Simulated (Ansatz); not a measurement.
A nudged elastic band was laid between two geometries of BH₄O (6 atoms, charge 0, multiplicity 2).

These are results of Ansatz, UKS PBE-D4/def2-SVP, not measurements.

* movable images: 9
* climbing image: yes
* spring: 5.0 eV/Å²
* optimiser: fire
* start path: through a guess of the saddle point
* force threshold: 0.05 eV/Å
* iteration limit: 60
* end points: relaxed
* largest step: 0.5 Å

Image 0:

```xyz
6
Properties=species:S:1:pos:R:3
B -0.171 0.040 0.236
H 0.582 0.351 2.207
H 0.947 0.115 -0.240
H -1.055 -0.683 -0.186
O 0.034 -0.370 1.833
H -0.850 -0.255 2.237
```

Image 10:

```xyz
6
Properties=species:S:1:pos:R:3
B -0.167 0.042 0.235
H -0.860 -0.188 2.240
H 0.957 0.075 -0.231
H -1.075 -0.647 -0.196
O 0.011 -0.377 1.834
H 0.619 0.294 2.204
```

Which bonds break or form, and what moves?

No bond is made or broken.  The two ends are copies of one structure, up to a mirror image or an exchange of like atoms.

Give the energies along the band, and the barrier.

It did not converge within its limit. The highest image is number 5 of 0 to 10, 1.01 eV above the ends, which have the same energy within 2 meV. The band didn't meet its force threshold, so its energies are provisional: the largest band force was still 0.16 eV/Å, and over the last iterations the top stayed at 1.01 eV.

| image | path coordinate (Å) | energy (eV) |
| --- | --- | --- |
| 0 | 0.00 | 0.00 |
| 1 | 0.51 | 0.02 |
| 2 | 1.02 | 0.17 |
| 3 | 1.50 | 0.58 |
| 4 | 1.96 | 0.85 |
| 5 | 2.39 | 1.01 |
| 6 | 2.99 | 0.74 |
| 7 | 3.63 | 0.24 |
| 8 | 4.29 | 0.05 |
| 9 | 4.94 | 0.15 |
| 10 | 5.60 | 0.00 |

The band took 60 iterations and about 10 core-minutes.

The run took 10 min on 1 thread of Intel(R) Xeon(R) Platinum 8259CL CPU @ 2.50GHz (Skylake/Cascade Lake), with other jobs on the host, peak memory 0.12 GiB.
